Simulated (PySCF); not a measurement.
Constitutional and geometric isomers with formula C3H3N. Gas-phase values, no solvent. Strings in code marks are SMILES. All members: neutral, multiplicity 1. Level: TPSSh-D3(BJ)/def2-TZVP // PBE0-D3(BJ)/def2-TZVP (PySCF). Delta-SCF ions had no search for a lower state.  The removal energy is E(N − 1 electrons) − E(N electrons) at the parent's geometry; ε(HOMO) is measured against the vacuum level.

```
species        −ε(HOMO) (eV)  vertical ionisation energy (Delta-SCF) (eV)
-------------  -------------  -------------------------------------------
`C=C=C=N`               6.05                                         8.85
`N=c1cc1`               6.25                                         9.26
`C#CN=C`                6.47                                         9.29
`[H]/N=C\C#C`           7.35                                        10.26
`C=CC#N`                7.78                                     withheld
```

### Question
Fit vertical ionisation energy (Delta-SCF) = a + b·x to the 4 complete rows by least squares, with x = −ε(HOMO) in eV. Give a, b and the rms residual, and predict the withheld value.

### Answer
Means of the 4 rows: x̄ = 6.53, ȳ = 9.415 eV. Σ(x − x̄)² = 0.9848 and Σ(x − x̄)(y − ȳ) = 1.015, so b = 1.031 and a = ȳ − b·x̄ = 2.683 eV. The rms residual is 0.082 eV. At x = 7.78 the line gives 10.70 eV, outside the range of the fitted rows. The run for `C=CC#N` gave 10.63 eV, so the line is off by 0.07 eV, within twice the rms residual.

Codes: PySCF.
